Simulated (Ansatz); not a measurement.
Basis sets compared for LiSi₂ (the lowest doublet isomer of a short search). Charge 0, multiplicity 2. Geometry PBE-D4/def2-TZVP. Ansatz on 4 threads of Arm Neoverse V2 on a shared host; times are rough, and most runs start from earlier orbitals.

```
atom    x (Å)    y (Å)    z (Å)
 Li1  -0.8034   0.5886   1.1875
 Si2   0.6300   0.6857  -0.9250
 Si3   0.1734  -1.2742  -0.2626
```

The structure comes from a short search, and lower isomers may exist.

Binding counts from free atoms (Li doublet, Si triplet) in the same basis, without a counterpoise term.

```json
{"level": "PBE-D4/def2-SVP", "functions": "45", "energy (Eh)": "-585.9286", "HOMO (eV)": "-4.36", "LUMO (eV)": "-3.90", "binding per atom (eV)": "2.05", "wall time": "0.5 s"}
{"level": "PBE-D4/def2-TZVP", "functions": "88", "energy (Eh)": "-586.1341", "HOMO (eV)": "-4.39", "LUMO (eV)": "-3.90", "binding per atom (eV)": "2.05", "wall time": "0.7 s"}
{"level": "r2SCAN-D4/def2-TZVP", "functions": "88", "energy (Eh)": "-586.3835", "HOMO (eV)": "-4.57", "LUMO (eV)": "-3.69", "binding per atom (eV)": "2.01", "wall time": "1.8 s"}
{"level": "PBE0-D4/def2-SVP", "functions": "45", "energy (Eh)": "-585.9774", "HOMO (eV)": "-5.18", "LUMO (eV)": "-3.13", "binding per atom (eV)": "1.94", "wall time": "0.65 s"}
{"level": "PBE0-D4/def2-TZVP", "functions": "88", "energy (Eh)": "-586.1808", "HOMO (eV)": "-5.18", "LUMO (eV)": "-3.10", "binding per atom (eV)": "1.95", "wall time": "2.3 s"}
```

Task: Estimate the rows for PBE-D4/def2-TZVPD, r2SCAN-D4/def2-TZVPD, PBE0-D4/def2-TZVPD.

Result: 
```tsv
level	functions	energy (Eh)	HOMO (eV)	LUMO (eV)	binding per atom (eV)	wall time
PBE-D4/def2-TZVPD	103	-586.1346	-4.41	-3.93	2.06	0.95 s
r2SCAN-D4/def2-TZVPD	103	-586.3838	-4.57	-3.70	2.01	2.5 s
PBE0-D4/def2-TZVPD	103	-586.1812	-5.18	-3.11	1.95	2 s
```
